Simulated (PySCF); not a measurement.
## Peak assignment

Structure with atom numbers: `[CH3:1][CH2:2][C:3](=[O:4])[CH2:5][CH3:6]`. Each H is labelled by its parent atom.

[PySCF 2.14: PBE0/pcSseg-1 with gauge-including orbitals; J couplings at B3LYP/pcJ-1 (without the spin–dipole term); PBE0-D3(BJ)/def2-SVP geometry; equivalent nuclei averaged; one computed conformer; non-relativistic Hamiltonian; isolated molecule]

Chemical shifts δ = σref − σ; 13C, 1H against TMS, all at this level.

**Question.** Assign these signals to the numbered atoms. 13C{1H} NMR (computed): δ 213.5, 37.2, 8.7.

**Answer.** 
213.5 → C3, ketone carbonyl carbon: low-lying n→π* states of the double bond to the heteroatom give a large paramagnetic term (-282 ppm)
37.2 → C2/C5, sp3 CH2 α to a carbonyl: α to the electron-withdrawing carbonyl group
8.7 → C1/C6, methyl carbon: aliphatic region, no heteroatom directly attached

**Question.** Assign these signals to the numbered atoms. 1H NMR (400 MHz, computed): δ 2.23 (m, 4H), 1.03 (m, 6H).

**Answer.** 
| δ (ppm) | atoms | environment | reason |
| --- | --- | --- | --- |
| 2.23 | H(C2)/H(C5) | hydrogen on an sp3 CH2 α to a carbonyl | α to C=O |
| 1.03 | H(C1)/H(C6) | hydrogen on a methyl carbon | – |

Multiplet labels drop couplings under 1 Hz and merge nearly equal ones. Couplings among chemically equivalent protons are left out too, so labels in AA′BB′ or AA′XX′ sets are apparent multiplicities. Unscaled 3J(H,H) at this level run about 9 % above measured values. Shifts are as computed. Against solution values, carbons near 30 ppm lie about +2 ppm off and those near 130 ppm about +4 ppm. Of 246 compounds with measured shifts, 49 miss one by over three times the rms of a fit or turn the order of signals round; such compounds aren't used in these exercises.
